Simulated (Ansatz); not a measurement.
A nudged elastic band was laid between two geometries of CH₆B₂ (9 atoms, charge 0, multiplicity 1).

Theory: Ansatz 0.2.0, RKS r2SCAN-D4/def2-SVP.

```yaml
movable_images: 5
climbing_image: yes
spring: 5.0 eV/Å²
optimiser: quadratic models (default)
start_path: through a guess of the saddle point
force_threshold: 0.05 eV/Å
iteration_limit: 60
end_points: relaxed
```

Image 0:

```xyz
9
Properties=species:S:1:pos:R:3
B -0.461 0.612 -1.031
C 0.640 -0.020 -0.131
B -0.042 -0.529 1.172
H -1.364 -0.074 -1.451
H -0.446 1.790 -1.306
H 1.531 0.602 0.024
H 0.874 -0.969 -0.661
H 0.247 -0.069 2.252
H -0.890 -1.389 1.113
```

Image 6:

```xyz
9
Properties=species:S:1:pos:R:3
B -0.418 0.746 -0.958
C 0.586 -0.186 -0.221
B -0.087 -0.672 1.096
H -0.779 1.775 -0.437
H -0.866 0.452 -2.042
H 1.349 0.532 0.155
H 1.028 -0.979 -0.838
H -0.403 0.130 1.943
H -0.321 -1.843 1.285
```

Task: Which bonds break or form, and what moves?

Result: No bond is made or broken. The dihedral H5–B1–C2–H7 goes from -137 to 14°. The two ends are copies of one structure, up to a mirror image or an exchange of like atoms.

Task: What energy profile does the band end with?

Result: The forces met the threshold. The highest image is number 3 of 0 to 6, 0.077 eV above the ends, which have the same energy within 2 meV. A vibrational analysis at the climbing image gives one clearly imaginary mode, 125i cm⁻¹: a first-order saddle point.

| image | path coordinate (Å) | energy (eV) | dihedral H5–B1–C2–H7 (°) |
| --- | --- | --- | --- |
| 0 | 0.00 | 0.000 | -137 |
| 1 | 0.63 | 0.012 | -108 |
| 2 | 1.27 | 0.058 | -84 |
| 3 | 1.90 | 0.077 | -57 |
| 4 | 2.53 | 0.058 | -30 |
| 5 | 3.15 | 0.012 | -8 |
| 6 | 3.78 | 0.000 | 14 |

Task: What is the geometry of the highest image?

Result: 
```xyz
9
Properties=species:S:1:pos:R:3
B -0.443 0.599 -0.851
C 0.765 -0.092 -0.113
B -0.102 -0.615 1.043
H -1.576 0.563 -0.411
H -0.275 1.194 -1.890
H 1.508 0.703 0.078
H 1.208 -0.804 -0.832
H -0.321 0.082 2.008
H -0.675 -1.677 0.950
```

Task: What are the harmonic wavenumbers there?

Result: 125i, 90, 423, 599, 703, 706, 882, 961, 1031, 1063, 1095, 1108, 1222, 1237, 1376, 2531, 2555, 2629, 2639, 3045, 3099 cm⁻¹.

The band took 14 iterations and of the order of 3 core-minutes.

Run time: 3.2 min on 1 thread of Arm Neoverse V1 (shared host), peak memory 0.11 GiB.
